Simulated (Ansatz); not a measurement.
**CH₆AlSi+: an energy map over two coordinates**

A grid of calculations on CH6AlSi, SMILES C[SiH+][AlH2], charge +1, to see where the energy is lowest and how it rises around there.

Computed with Ansatz 0.2.0. Level: RKS r2SCAN-D4/def2-TZVP.

## (1) The starting structure

SMILES `C[SiH+][AlH2]`, 9 atoms, charge 1, spin multiplicity 1.

Atoms are counted from 1 here; the program's logs count them from 0.

Bond lengths: C1–Si2 1.849 Å, C1–H4 1.116 Å, C1–H5 1.106 Å, C1–H6 1.116 Å, Si2–Al3 2.531 Å, Si2–H7 1.508 Å, Al3–H8 1.585 Å, Al3–H9 1.585 Å. Angles: Si2–C1–H4 108.5°, Si2–C1–H5 115.0°, Si2–C1–H6 108.1°, H4–C1–H5 110.0°, H4–C1–H6 104.9°, H5–C1–H6 109.9°, C1–Si2–Al3 128.9°, C1–Si2–H7 109.7°, Al3–Si2–H7 121.4°, Si2–Al3–H8 111.7°, Si2–Al3–H9 111.9°, H8–Al3–H9 136.3°.

As a file:

```xyz
9
CH6AlSi
C    -0.60286    1.42641   -0.62712
Si    0.24150   -0.21720   -0.56074
Al    0.58811   -1.74617    1.42687
H     0.11411    2.17563   -1.03969
H    -1.00812    1.78323    0.33806
H    -1.42148    1.36567   -1.38362
H     0.74931   -0.58426   -1.93294
H     1.96928   -1.46361    2.15109
H    -0.62987   -2.73970    1.62808
```

This geometry comes from a loose relaxation at PBE in a small basis, which is not shown.

## (2) Relaxing the molecule

input.yaml reads:

```yaml
crystal:
  periodic: [false, false, false]
  atoms:
    - { symbol: C, position_ang: [-0.602856, 1.426412, -0.627117] }
    - { symbol: Si, position_ang: [0.241505, -0.217203, -0.560736] }
    - { symbol: Al, position_ang: [0.588109, -1.746167, 1.426871] }
    - { symbol: H, position_ang: [0.114113, 2.17563, -1.039689] }
    - { symbol: H, position_ang: [-1.008121, 1.783227, 0.33806] }
    - { symbol: H, position_ang: [-1.421478, 1.365675, -1.383622] }
    - { symbol: H, position_ang: [0.749313, -0.584256, -1.932937] }
    - { symbol: H, position_ang: [1.96928, -1.463613, 2.151091] }
    - { symbol: H, position_ang: [-0.629865, -2.739705, 1.628078] }
total_charge: 1
basis:
  gaussian: { orbitals: def2-TZVP }
hamiltonian:
  xc: r2scan
  dispersion: d4
output:
  forces: true
relax:
  f_tol: 0.003
  max_steps: 120
```

Run with:

```sh
$ ansatz run input.yaml --threads 1 --pin off --max-ram 2560MiB --backend cpu --events-out ev --progress --plain --runs-dir out
```

The program printed, cut to the lines that bear on the results:

```text
Warning: RAYON_NUM_THREADS=1 ignored (pool sized by the plan → 1); use --threads N
[...]
Functional definition: r2SCAN
[...]
955 factors; their error is unknown
[...]
mean field -15599.29252095 eV, -573.2634265647 hartree, gradient 3.2e-5 eV, S^2 0.000000; 0 other end points of the search recorded, 0 dependent functions left out
[...]
reference -15599.29253661 eV, -573.2634271400 hartree; 19, 19 occupied and 122, 122 virtual orbitals, 955 factors
relax step   1: F+E_penalty+E_count = -15599.32338206 eV  Δ(F+E_penalty+E_count) = +0.000e0 eV  max|allowed force component| = 5.042e-1 eV/Å  Δτ_max = 0.0000 Å  (26 SCF iters, accepted)
[...]
relax step   7: F+E_penalty+E_count = -15599.34944605 eV  Δ(F+E_penalty+E_count) = -2.071e-5 eV  max|allowed force component| = 3.540e-3 eV/Å  Δτ_max = 0.0140 Å  (29 SCF iters, accepted)
[...]
relax step   8: F+E_penalty+E_count = -15599.34944637 eV  Δ(F+E_penalty+E_count) = -3.172e-7 eV  max|allowed force component| = 1.584e-3 eV/Å  Δτ_max = 0.0013 Å  (19 SCF iters, accepted)
955 factors; their error is unknown
[...]
mean field -15599.31851599 eV, -573.2643818649 hartree, gradient 7.9e-5 eV, S^2 0.000000; 1 other end points of the search recorded, 0 dependent functions left out
[...]
reference -15599.31853160 eV, -573.2643824384 hartree; 19, 19 occupied and 122, 122 virtual orbitals, 955 factors
Total energy: -15599.34946197 eV, -573.2655191087 hartree
Atom 0 at    -0.595526     1.421471    -0.627730 Å, force    -0.000459     0.001584    -0.000815 eV/Å
Atom 1 at     0.230892    -0.210432    -0.559897 Å, force    -0.000770     0.000028    -0.000016 eV/Å
Atom 2 at     0.586795    -1.739393     1.420128 Å, force     0.000685    -0.001266    -0.000879 eV/Å
Atom 3 at     0.115166     2.153878    -1.036133 Å, force    -0.000157    -0.000406     0.000387 eV/Å
Atom 4 at    -0.986488     1.779434     0.322941 Å, force     0.000273    -0.000389    -0.000090 eV/Å
Atom 5 at    -1.407751     1.368493    -1.366547 Å, force     0.000360    -0.000280     0.000441 eV/Å
Atom 6 at     0.718244    -0.583733    -1.914930 Å, force     0.000306    -0.000281     0.000332 eV/Å
Atom 7 at     1.937551    -1.441945     2.157423 Å, force    -0.000246     0.000342     0.000399 eV/Å
Atom 8 at    -0.598883    -2.747773     1.604743 Å, force     0.000007     0.000669     0.000241 eV/Å
Dipole moment:    -0.011875     0.078205    -0.130214 e Å
```

It took 45 s on 1 thread of Arm Neoverse V2, shared host; peak memory 0.17 GiB.

Step by step:

```csv
step,energy from step 1 (eV),largest force component (eV/Å)
1,0.0000,0.5042
2,-0.0238,0.1383
3,-0.0259,0.0419
4,-0.0260,0.0153
5,-0.0260,0.0049
6,-0.0260,0.0016
7,-0.0261,0.0035
8,-0.0261,0.0016
```

Distances of close pairs at the start and the end, largest changes first:

| bond | before (Å) | after (Å) | change (Å) |
| --- | --- | --- | --- |
| Si2–H7 | 1.508 | 1.488 | -0.021 |
| C1–Si2 | 1.849 | 1.830 | -0.019 |
| Al3–H8 | 1.585 | 1.567 | -0.018 |
| C1–H5 | 1.106 | 1.088 | -0.017 |
| Al3–H9 | 1.585 | 1.567 | -0.017 |
| C1–H6 | 1.116 | 1.099 | -0.017 |
| C1–H4 | 1.116 | 1.099 | -0.017 |
| Si2–Al3 | 2.531 | 2.527 | -0.005 |

## (3) The grid

First coordinate, umbrella angle at Al3 (between each of its bonds and their common axis; 90 is planar): 9 values from 66 to 114 °. Second coordinate, change of the bonds Al3–Si2, Al3–H8, Al3–H9, all alike: 9 values from −0.208 to 0.321 Å.

Nothing else is relaxed (all other coordinates rigid). Energies count from the relaxed molecule at the same level. Points are written as (first, second).

Of the runs on the grid, 3 are shown in the steps below; the others differ only in the two coordinates.

## (4) Point (90°, −0.009 Å)

input.yaml reads:

```yaml
crystal:
  periodic: [false, false, false]
  atoms:
    - { symbol: C, position_ang: [-0.593932, 1.41569, -0.621385] }
    - { symbol: Si, position_ang: [0.232413, -0.216234, -0.553165] }
    - { symbol: Al, position_ang: [0.586795, -1.739393, 1.420128] }
    - { symbol: H, position_ang: [0.11683, 2.147991, -1.029857] }
    - { symbol: H, position_ang: [-0.984971, 1.773848, 0.329182] }
    - { symbol: H, position_ang: [-1.406087, 1.362606, -1.36027] }
    - { symbol: H, position_ang: [0.71988, -0.589809, -1.90808] }
    - { symbol: H, position_ang: [1.929951, -1.443873, 2.152991] }
    - { symbol: H, position_ang: [-0.591918, -2.742203, 1.603485] }
total_charge: 1
basis:
  gaussian: { orbitals: def2-TZVP }
hamiltonian:
  xc: r2scan
  dispersion: d4
output:
  forces: true
```

Run with:

```sh
$ ansatz run input.yaml --threads 1 --pin off --max-ram 2560MiB --backend cpu --events-out ev --progress --plain --runs-dir out
```

The program printed, cut to the lines that bear on the results:

```text
Warning: RAYON_NUM_THREADS=1 ignored (pool sized by the plan → 1); use --threads N
[...]
Functional definition: r2SCAN
[...]
955 factors; their error is unknown
[...]
mean field -15599.31702513 eV, -573.2643270766 hartree, gradient 6.1e-5 eV, S^2 0.000000; 0 other end points of the search recorded, 0 dependent functions left out
[...]
reference -15599.31704072 eV, -573.2643276495 hartree; 19, 19 occupied and 122, 122 virtual orbitals, 955 factors
Total energy: -15599.34800595 eV, -573.2654656009 hartree
Atom 0 at    -0.593932     1.415690    -0.621385 Å, force    -0.000318     0.001714    -0.001689 eV/Å
Atom 1 at     0.232413    -0.216234    -0.553165 Å, force    -0.008953     0.034997    -0.045343 eV/Å
Atom 2 at     0.586795    -1.739393     1.420128 Å, force    -0.004776     0.023877    -0.035124 eV/Å
Atom 3 at     0.116830     2.147991    -1.029857 Å, force    -0.000566    -0.000276     0.000390 eV/Å
Atom 4 at    -0.984971     1.773848     0.329182 Å, force     0.000231    -0.000335    -0.000029 eV/Å
Atom 5 at    -1.406087     1.362606    -1.360270 Å, force     0.000438     0.000161     0.000575 eV/Å
Atom 6 at     0.719880    -0.589809    -1.908080 Å, force     0.000224    -0.000080     0.000333 eV/Å
Atom 7 at     1.929951    -1.443873     2.152991 Å, force     0.114483     0.025288     0.064012 eV/Å
Atom 8 at    -0.591918    -2.742203     1.603485 Å, force    -0.100762    -0.085347     0.016874 eV/Å
Dipole moment:    -0.012009     0.078389    -0.130044 e Å
```

It took 5.1 s on 1 thread of Arm Neoverse V2, shared host; peak memory 0.16 GiB.

On the map this point reads 0.14 kJ/mol.

## (5) Grid point (96°, −0.142 Å)

input.yaml reads:

```yaml
crystal:
  periodic: [false, false, false]
  atoms:
    - { symbol: C, position_ang: [-0.720966, 1.472045, -0.171428] }
    - { symbol: Si, position_ang: [0.136496, -0.140738, -0.291293] }
    - { symbol: Al, position_ang: [0.586795, -1.739393, 1.420128] }
    - { symbol: H, position_ang: [-0.043673, 2.253876, -0.543329] }
    - { symbol: H, position_ang: [-1.072326, 1.733742, 0.824979] }
    - { symbol: H, position_ang: [-1.566503, 1.468375, -0.873865] }
    - { symbol: H, position_ang: [0.565068, -0.378958, -1.69577] }
    - { symbol: H, position_ang: [1.738973, -1.372641, 2.174868] }
    - { symbol: H, position_ang: [-0.555033, -2.553658, 1.675016] }
total_charge: 1
basis:
  gaussian: { orbitals: def2-TZVP }
hamiltonian:
  xc: r2scan
  dispersion: d4
output:
  forces: true
```

Run with:

```sh
$ ansatz run input.yaml --threads 1 --pin off --max-ram 2560MiB --backend cpu --events-out ev --progress --plain --runs-dir out
```

The program printed, cut to the lines that bear on the results:

```text
Warning: RAYON_NUM_THREADS=1 ignored (pool sized by the plan → 1); use --threads N
[...]
Functional definition: r2SCAN
[...]
955 factors; their error is unknown
[...]
mean field -15598.83473540 eV, -573.2466032562 hartree, gradient 8.3e-5 eV, S^2 0.000000; 0 other end points of the search recorded, 0 dependent functions left out
[...]
reference -15598.83475070 eV, -573.2466038185 hartree; 19, 19 occupied and 122, 122 virtual orbitals, 955 factors
Total energy: -15598.86636564 eV, -573.2477656459 hartree
Atom 0 at    -0.720966     1.472045    -0.171428 Å, force    -0.018502     0.025340     0.025851 eV/Å
Atom 1 at     0.136496    -0.140738    -0.291293 Å, force    -0.116105     0.636122    -0.974467 eV/Å
Atom 2 at     0.586795    -1.739393     1.420128 Å, force    -0.097202     0.518722    -0.781369 eV/Å
Atom 3 at    -0.043673     2.253876    -0.543329 Å, force     0.004987    -0.010864     0.005584 eV/Å
Atom 4 at    -1.072326     1.733742     0.824979 Å, force    -0.002035     0.002454     0.003783 eV/Å
Atom 5 at    -1.566503     1.468375    -0.873865 Å, force     0.004138    -0.011373     0.005354 eV/Å
Atom 6 at     0.565068    -0.378958    -1.695770 Å, force    -0.019400     0.049019    -0.025657 eV/Å
Atom 7 at     1.738973    -1.372641     2.174868 Å, force     2.377613     0.556385     1.362165 eV/Å
Atom 8 at    -0.555033    -2.553658     1.675016 Å, force    -2.133494    -1.765804     0.378755 eV/Å
Dipole moment:     0.037372     0.005599    -0.184694 e Å
```

It took 5.6 s on 1 thread of Arm Neoverse V2, shared host; peak memory 0.16 GiB.

That is 47 kJ/mol from the zero.

## (6) Grid point (108°, −0.208 Å)

input.yaml reads:

```yaml
crystal:
  periodic: [false, false, false]
  atoms:
    - { symbol: C, position_ang: [-0.94971, 1.587611, 0.605478] }
    - { symbol: Si, position_ang: [-0.058412, 0.06573, 0.115434] }
    - { symbol: Al, position_ang: [0.586795, -1.739393, 1.420128] }
    - { symbol: H, position_ang: [-0.336246, 2.455185, 0.323925] }
    - { symbol: H, position_ang: [-1.210627, 1.648878, 1.660435] }
    - { symbol: H, position_ang: [-1.858915, 1.669494, -0.006898] }
    - { symbol: H, position_ang: [0.23898, 0.104537, -1.341628] }
    - { symbol: H, position_ang: [1.504815, -1.218112, 2.276496] }
    - { symbol: H, position_ang: [-0.587358, -2.295212, 1.820629] }
total_charge: 1
basis:
  gaussian: { orbitals: def2-TZVP }
hamiltonian:
  xc: r2scan
  dispersion: d4
output:
  forces: true
```

Run with:

```sh
$ ansatz run input.yaml --threads 1 --pin off --max-ram 2560MiB --backend cpu --events-out ev --progress --plain --runs-dir out
```

The program printed, cut to the lines that bear on the results:

```text
Warning: RAYON_NUM_THREADS=1 ignored (pool sized by the plan → 1); use --threads N
[...]
Functional definition: r2SCAN
[...]
955 factors; their error is unknown
[...]
mean field -15597.84955338 eV, -573.2103984846 hartree, gradient 6.8e-6 eV, S^2 0.000000; 0 other end points of the search recorded, 0 dependent functions left out
[...]
reference -15597.84956840 eV, -573.2103990365 hartree; 19, 19 occupied and 122, 122 virtual orbitals, 955 factors
Total energy: -15597.88186482 eV, -573.2115859082 hartree
Atom 0 at    -0.949710     1.587611     0.605478 Å, force    -0.058059     0.061568     0.121271 eV/Å
Atom 1 at    -0.058412     0.065730     0.115434 Å, force    -0.192336     1.045452    -1.591901 eV/Å
Atom 2 at     0.586795    -1.739393     1.420128 Å, force     0.473370     0.032330    -2.251677 eV/Å
Atom 3 at    -0.336246     2.455185     0.323925 Å, force     0.029767    -0.042854     0.009724 eV/Å
Atom 4 at    -1.210627     1.648878     1.660435 Å, force    -0.004812     0.004723     0.011122 eV/Å
Atom 5 at    -1.858915     1.669494    -0.006898 Å, force     0.014967    -0.050510     0.006475 eV/Å
Atom 6 at     0.238980     0.104537    -1.341628 Å, force    -0.076396     0.174398    -0.060489 eV/Å
Atom 7 at     1.504815    -1.218112     2.276496 Å, force     3.741125     1.361411     2.713607 eV/Å
Atom 8 at    -0.587358    -2.295212     1.820629 Å, force    -3.927626    -2.586518     1.041868 eV/Å
Dipole moment:     0.145527    -0.170548    -0.264873 e Å
```

Run time: 5.9 s. Hardware: 1 thread of Arm Neoverse V2, shared host; peak memory 0.16 GiB.

Energy on the map's scale: 142 kJ/mol.

## (7) The map

81 points were computed. Energies in kJ/mol, from the relaxed molecule at the same level:

| change of the bonds Al3–Si2, Al3–H8, Al3–H9, all alike (Å) ↓, umbrella angle at Al3 (between each of its bonds and their common axis; 90 is planar) (°) → | 66 | 72 | 78 | 84 | 90 | 96 | 102 | 108 | 114 |
| --- | --- | --- | --- | --- | --- | --- | --- | --- | --- |
| 0.321 | 181 | 153 | 133 | 122 | 118 | 122 | 133 | 152 | 181 |
| 0.255 | 146 | 117 | 97 | 85 | 81 | 84 | 96 | 117 | 146 |
| 0.189 | 116 | 86 | 65 | 52 | 48 | 52 | 64 | 86 | 116 |
| 0.123 | 92 | 61 | 39 | 26 | 22 | 26 | 39 | 61 | 92 |
| 0.057 | 77 | 45 | 23 | 10 | 5 | 9 | 23 | 45 | 77 |
| −0.009 | 74 | 41 | 18 | 5 | 0 | 5 | 18 | 41 | 74 |
| −0.075 | 86 | 52 | 29 | 15 | 11 | 15 | 29 | 52 | 86 |
| −0.142 | 118 | 84 | 61 | 47 | 42 | 47 | 61 | 84 | 118 |
| −0.208 | 175 | 141 | 118 | 104 | 99 | 104 | 118 | 142 | 176 |

On the same grid, largest force on an atom (eV/Å):

| change of the bonds Al3–Si2, Al3–H8, Al3–H9, all alike (Å) ↓, umbrella angle at Al3 (between each of its bonds and their common axis; 90 is planar) (°) → | 66 | 72 | 78 | 84 | 90 | 96 | 102 | 108 | 114 |
| --- | --- | --- | --- | --- | --- | --- | --- | --- | --- |
| 0.321 | 3.91 | 3.06 | 2.46 | 2.48 | 2.49 | 2.48 | 2.46 | 3.06 | 3.92 |
| 0.255 | 3.79 | 2.96 | 2.22 | 2.24 | 2.25 | 2.24 | 2.22 | 2.96 | 3.80 |
| 0.189 | 3.55 | 2.76 | 1.93 | 1.88 | 1.89 | 1.88 | 1.93 | 2.77 | 3.56 |
| 0.123 | 3.20 | 2.48 | 1.72 | 1.40 | 1.40 | 1.40 | 1.71 | 2.48 | 3.21 |
| 0.057 | 2.68 | 2.07 | 1.42 | 0.76 | 0.74 | 0.76 | 1.42 | 2.07 | 2.69 |
| −0.009 | 1.98 | 1.53 | 1.04 | 0.53 | 0.13 | 0.52 | 1.04 | 1.53 | 1.99 |
| −0.075 | 1.70 | 1.52 | 1.38 | 1.30 | 1.27 | 1.30 | 1.38 | 1.52 | 1.70 |
| −0.142 | 3.07 | 2.94 | 2.85 | 2.80 | 2.78 | 2.80 | 2.85 | 2.94 | 3.08 |
| −0.208 | 4.92 | 4.82 | 4.75 | 4.70 | 4.69 | 4.70 | 4.75 | 4.82 | 4.92 |

## (8) What came out

| quantity | value |
| --- | --- |
| lowest point | (90°, −0.009 Å), 0.14 kJ/mol |
| highest computed point | (66°, 0.321 Å), 181 kJ/mol above the lowest |
| largest force on an atom (eV/Å) | 0.13 at (90°, −0.009 Å) to 4.92 at (114°, −0.208 Å); 0.13 at the lowest point |
| time for the whole task | 8.9 min on 1 thread, shared host |

The lowest computed point is at (90°, −0.009 Å), 0.14 kJ/mol from the relaxed molecule at the same level. The grid is coarse, so the lowest point of the scanned range may lie between grid points; coordinates that were held can hide deeper minima. The grid shows no other well, apart from its symmetry copies. The highest computed point, (66°, 0.321 Å), lies 181 kJ/mol above the lowest. Round the minimum the two coordinates are nearly uncoupled.
